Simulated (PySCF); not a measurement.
Compound: C4H5F.
Bonds: C1–C2 (triple), C2–C3, C3–C4, C4–F5. Hydrogens: H6 on C1; H7, H8 on C3; H9, H10 on C4.

The same species was optimised twice, with GFN2-xTB and with PBE0-D3(BJ)/def2-SVP (PySCF), and the same property calculations (PySCF, gas phase) were run on both structures.

| coordinate | GFN2-xTB | PBE0-D3(BJ)/def2-SVP | change |
| --- | --- | --- | --- |
| C1–H6 (Å) | 1.049 | 1.074 | +0.025 |
| C1≡C2 (Å) | 1.196 | 1.211 | +0.015 |
| C3–H8 (Å) | 1.094 | 1.103 | +0.009 |
| C3–H7 (Å) | 1.094 | 1.103 | +0.009 |
| C4–H10 (Å) | 1.095 | 1.103 | +0.008 |
| C4–H9 (Å) | 1.095 | 1.103 | +0.008 |
| C2–C3 (Å) | 1.448 | 1.455 | +0.007 |
| C3–C4 (Å) | 1.527 | 1.521 | -0.006 |
| C4–F5 (Å) | 1.374 | 1.369 | -0.005 |
| F5–C4–H9 (°) | 107.0 | 109.1 | +2.1 |
| F5–C4–H10 (°) | 107.0 | 109.0 | +2.0 |
| H7–C3–H8 (°) | 108.3 | 106.6 | -1.7 |
| H9–C4–H10 (°) | 109.9 | 108.4 | -1.5 |
| C2–C3–C4 (°) | 110.7 | 112.1 | +1.4 |
| C1–C2–C3 (°) | 179.3 | 178.1 | -1.2 |
| C3–C4–H9 (°) | 111.5 | 110.5 | -1.0 |
| C3–C4–H10 (°) | 111.5 | 110.5 | -1.0 |
| C2–C3–C4–F5 (°) | 180 | -179 | +1 |

Rotational constants: A = 27009, B = 2268, C = 2150 MHz (GFN2-xTB) against A = 27121, B = 2250, C = 2134 MHz (PBE0-D3(BJ)/def2-SVP). Point groups within 0.08 Å: Cs and Cs.

On the GFN2-xTB structure: HOMO (eV) -8.07 [PBE0/pcSseg-1]; LUMO (eV) 0.96 [PBE0/pcSseg-1]; dipole (D) 1.24 [PBE0/pcSseg-1]; GIAO shielding of C1 (ppm) 109.6 [PBE0/pcSseg-1]; GIAO shielding of C2 (ppm) 104.4 [PBE0/pcSseg-1]; GIAO shielding of C3 (ppm) 163.8 [PBE0/pcSseg-1]; GIAO shielding of C4 (ppm) 101.8 [PBE0/pcSseg-1]; GIAO shielding of F5 (ppm) 410.8 [PBE0/pcSseg-1].

Question: What do these properties become on the PBE0-D3(BJ)/def2-SVP structure?

Answer: 
```json
{"property": "HOMO (eV)", "level": "PBE0/pcSseg-1", "on GFN2-xTB": "-8.07", "on PBE0-D3(BJ)/def2-SVP": "-8.01", "change": "+0.06"}
{"property": "LUMO (eV)", "level": "PBE0/pcSseg-1", "on GFN2-xTB": "0.96", "on PBE0-D3(BJ)/def2-SVP": "0.86", "change": "-0.10"}
{"property": "dipole (D)", "level": "PBE0/pcSseg-1", "on GFN2-xTB": "1.24", "on PBE0-D3(BJ)/def2-SVP": "1.22", "change": "-0.02"}
{"property": "energy, GFN2-xTB geometry as zero (kcal/mol)", "level": "PBE0/pcSseg-1", "on GFN2-xTB": "0.0", "on PBE0-D3(BJ)/def2-SVP": "-0.2", "change": "-0.2"}
{"property": "GIAO shielding of C1 (ppm)", "level": "PBE0/pcSseg-1", "on GFN2-xTB": "109.6", "on PBE0-D3(BJ)/def2-SVP": "107.5", "change": "-2.1"}
{"property": "GIAO shielding of C2 (ppm)", "level": "PBE0/pcSseg-1", "on GFN2-xTB": "104.4", "on PBE0-D3(BJ)/def2-SVP": "103.6", "change": "-0.8"}
{"property": "GIAO shielding of C3 (ppm)", "level": "PBE0/pcSseg-1", "on GFN2-xTB": "163.8", "on PBE0-D3(BJ)/def2-SVP": "161.9", "change": "-1.9"}
{"property": "GIAO shielding of C4 (ppm)", "level": "PBE0/pcSseg-1", "on GFN2-xTB": "101.8", "on PBE0-D3(BJ)/def2-SVP": "102.3", "change": "+0.5"}
{"property": "GIAO shielding of F5 (ppm)", "level": "PBE0/pcSseg-1", "on GFN2-xTB": "410.8", "on PBE0-D3(BJ)/def2-SVP": "410.2", "change": "-0.6"}
```

The heavy atoms differ by 0.017 Å rms after alignment. Among all bonds C1–H6 changes most (+0.025 Å). Changes are differences of the printed values. Neither structure is proved a minimum here.

Conformer computed: `[CH:1]#[C:2][CH2:3][CH2:4][F:5]`: C2–C3–C4–F5 -179°.
